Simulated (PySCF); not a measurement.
**Simulated absorption spectrum**

2,2,2-trifluoroethanethiol, C2H3F3S.
Z-matrix (Å and degrees, PBE0-D3(BJ)/def2-SVP geometry), rows numbered from 1:
```
F 
C   1  1.3367
F   2  1.3382  1  107.43
F   2  1.3295  1  107.73  3   115.87
C   2  1.5116  1  111.39  3  -120.41
S   5  1.8073  2  114.40  1   -59.99
H   5  1.0992  2  108.22  1    65.14
H   5  1.0991  2  107.94  1  -178.49
H   6  1.3502  5   95.84  2    67.09
```

Theory: PySCF, TDDFT CAM-B3LYP/def2-SVPD, vertical, gas phase, core orbitals frozen in the response.

Broadening: Gaussians 0.5 eV wide at half height, area fixed by f = 4.319×10⁻⁹ ∫ε dν̃. The width is an assumption, not a result. The curve ends short of the highest state used, and states not computed would add to its high-energy end.

λ (nm), ε (L mol⁻¹ cm⁻¹) and a bar:
```
    142.8       4943 ##############################
    147.4       2264 ##############
    151.9        747 #####
    156.5       1179 #######
    161.1       1728 ##########
    165.7       1343 ########
    170.3        544 ###
    174.8        131 #
    179.4        154 #
    184.0        627 ####
    188.6       1393 ########
    193.2       1709 ##########
    197.7       1272 ########
    202.3        623 ####
    206.9        254 ##
    211.5        149 #
    216.1        129 #
    220.6        103 #
    225.2         64 
    229.8         31 
    234.4         12 
    239.0          4 
    243.6          1 
    248.1          0
```

Question: Locate the maxima and give the states behind the curve.

Answer: 193 nm (6.44 eV), ε about 1700, made up of S2 (100%); 162 nm (7.68 eV), ε about 1700, made up of S3 (52%) and S4 (48%) (ε in L mol⁻¹ cm⁻¹; maxima over ε = 5, shares over 10%). At its high-energy end, 8.68 eV, the curve is still rising (ε about 4900, from S5, S6, S7 and S9). The states used: S1 5.75 eV (f 0.0022); S2 6.44 eV (f 0.032); S3 7.55 eV (f 0.020); S4 7.82 eV (f 0.019); S5 8.48 eV (f 0.018); S6 8.68 eV (f 0.042); S7 8.73 eV (f 0.014); S8 9.06 eV (f 0.032); S9 9.09 eV (f 0.097); S10 9.28 eV (f 0.112).

Question: On this curve, what absorbance would a 10⁻³ mol/L sample give at 222 nm over a 1 cm path?

Answer: 222 nm is 5.585 eV, where ε is about 91 L mol⁻¹ cm⁻¹, so A = ε c l ≈ 0.091 (Beer–Lambert, with the gas-phase spectrum and the assumed width).

Question: What would ε be at 7.68 eV, the highest of these maxima, with half the width (0.25 eV)?

Answer: About 1870 L mol⁻¹ cm⁻¹ against 1730, a factor of about 1.1; a lone state at its own centre would give exactly 2.

Question: Coming from long wavelengths, where does ε first pass 100 L mol⁻¹ cm⁻¹?

Answer: At about 221 nm (5.61 eV), 0.14 eV below S1.

All these states lie below the vertical ionisation energy of 10.11 eV (ΔSCF).

On x86-64 server, one thread, no GPU (shared host), this took 41 s.

One conformer stands for the species.
